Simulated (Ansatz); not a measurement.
Cost and result for the atomization energy of BFH$_{4}$Si (`FB[SiH3]`) (7 atoms, 6 bonds).

The species carries charge 0 and has multiplicity 1. The geometry is a stationary point of PBE0-D4/def2-TZVP. Program: Ansatz. All runs use 2 threads of a server CPU on a shared host. Times are those of one run each, without the atoms' runs, and a repeat can differ threefold. Electronic energies, without spin–orbit coupling; frozen cores. CCSD(T)/CBS adds CCSD(T) − MP2 in def2-TZVPP to the MP2 limit, and its time is that of the two runs behind it. T1 = 0.014.

CCSD(T)/CBS is a level of theory with its own doubt, some kJ/mol a heavy atom from the limit and from the frozen cores, so smaller differences don't rank the functionals.

```csv
level,functions,wall time
LDA (SPW92)/def2-TZVPP,160,0.65 s
BLYP-D4/def2-TZVPP,160,1.1 s
CCSD(T)/def2-SVP,66,1.1 s
PBE0-D4/def2-TZVPP,160,1.2 s
BHLYP-D4/def2-TZVPP,160,1.2 s
CAM-B3LYP-D4/def2-TZVPP,160,1.4 s
r2SCANh-D4/def2-TZVPP,160,2 s
ωB97X-V/def2-TZVPP,160,3.4 s
B97M-V/def2-TZVPP,160,3.6 s
ωB97M-V/def2-TZVPP (with forces),160,4.2 s
MP2/def2-QZVPP,304,8.5 s
CCSD(T)/def2-TZVPP,160,14 s
CCSD(T)/CBS(def2),–,23 s
```

(1) What atomization energy does each give, and how far from CCSD(T)/CBS? (Best estimate.)

Answers

(1) Ansatz gave: 
| level | atomization (kcal/mol) | difference from CCSD(T)/CBS | per bond |
| --- | --- | --- | --- |
| LDA (SPW92)/def2-TZVPP | 612.6 | 64.9 | 10.8 |
| BLYP-D4/def2-TZVPP | 546.6 | -1.1 | -0.2 |
| CCSD(T)/def2-SVP | 520.6 | -27.1 | -4.5 |
| PBE0-D4/def2-TZVPP | 544.1 | -3.6 | -0.6 |
| BHLYP-D4/def2-TZVPP | 540.0 | -7.7 | -1.3 |
| CAM-B3LYP-D4/def2-TZVPP | 553.2 | 5.5 | 0.9 |
| r2SCANh-D4/def2-TZVPP | 547.7 | 0.0 | 0.0 |
| ωB97X-V/def2-TZVPP | 552.0 | 4.3 | 0.7 |
| B97M-V/def2-TZVPP | 551.8 | 4.1 | 0.7 |
| ωB97M-V/def2-TZVPP (with forces) | 549.8 | 2.1 | 0.4 |
| MP2/def2-QZVPP | 547.2 | -0.5 | -0.1 |
| CCSD(T)/def2-TZVPP | 535.7 | -12.0 | -2.0 |
| CCSD(T)/CBS(def2) | 547.7 | 0.0 | 0.0 |

Leaving LDA and LC-ωPBE aside and taking each functional with its dispersion term where it has one, the values, not all of them listed here, spread over 14.3 kcal/mol, from revPBE-D4 to CAM-B3LYP-D4. LDA lies +64.9 kcal/mol from PBE without D4, its usual overbinding. In def2-TZVPP, CCSD(T) changes the Hartree–Fock value by +107.4 kcal/mol (the triples alone add +5.1 kcal/mol) and MP2 by +111.7 kcal/mol; breaking electron pairs costs correlation energy, which Hartree–Fock lacks. The D4 term adds +3.5 kcal/mol with B3LYP and +1.8 kcal/mol with PBE0; it sums over pairs of atoms, weighted by their polarisabilities, and B3LYP, whose exchange is more repulsive, gets the larger term.

B3LYP here is the variant with VWN-RPA as its local correlation; programs differ in this.
